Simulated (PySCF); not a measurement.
**C₂⁺: everyday levels beside a composite calculation**

PySCF; the state is a quartet (σ ↑, π ↑↑). The composite is CCSD(T) extrapolated to the basis-set limit from two correlation-consistent sets, with core-valence (CV) and scalar-relativistic (SR) terms as its label shows; it has no spin–orbit coupling and nothing beyond (T). Here it is CCSD(T)/CBS(TQ)+CV+SR. It gives Re = 1.401 Å, ωe = 1369 cm⁻¹ and De = 5.67 eV to C⁺ + C.

```csv
level,basis,relativity,Re (Å),ωe (cm⁻¹),De (eV)
UHF-MP2,pcseg-1,no relativity,1.399,1436,5.33
UHF-SCS-MP2,"6-31G(d,p)",no relativity,1.390,1518,5.09
UHF-SCS-MP2,def2-TZVPPD,no relativity,1.387,1491,5.23
UHF-CCSD(T),def2-TZVPPD,no relativity,1.411,1347,5.52
PBE,"6-31G(d,p)",no relativity,1.424,1294,6.64
revPBE,"6-31G(d,p)",no relativity,1.429,1279,6.38
BLYP,def2-TZVPPD,no relativity,1.420,1265,6.16
r²SCAN,cc-pVDZ,no relativity,1.420,1327,6.11
PBE0,pcseg-1,no relativity,1.398,1392,5.81
M06-2X,pcseg-1,no relativity,1.396,1398,5.61
```

Question: Give the difference of each row from the composite.

Answer: 

| level | basis | ΔRe (pm) | Δωe (%) | ΔDe (eV) |
| --- | --- | --- | --- | --- |
| UHF-MP2 | pcseg-1 | -0.2 | +4.9 | -0.34 |
| UHF-SCS-MP2 | 6-31G(d,p) | -1.1 | +10.9 | -0.58 |
| UHF-SCS-MP2 | def2-TZVPPD | -1.4 | +8.9 | -0.44 |
| UHF-CCSD(T) | def2-TZVPPD | +1.0 | -1.6 | -0.15 |
| PBE | 6-31G(d,p) | +2.3 | -5.5 | +0.97 |
| revPBE | 6-31G(d,p) | +2.8 | -6.6 | +0.71 |
| BLYP | def2-TZVPPD | +1.9 | -7.6 | +0.49 |
| r²SCAN | cc-pVDZ | +1.9 | -3.1 | +0.44 |
| PBE0 | pcseg-1 | -0.3 | +1.7 | +0.14 |
| M06-2X | pcseg-1 | -0.5 | +2.1 | -0.06 |

Question: Which rows come closest in De?

Answer: M06-2X in pcseg-1 (-0.06 eV), counted from the composite.

Correlated steps freeze 2 core orbitals. Correlated levels converge slowly with the basis: in double zeta they bind strong bonds too weakly, by up to about 1 eV, and carry superposition errors of some tenths. The state was picked by a PBE0 search and need not be the measured ground state.
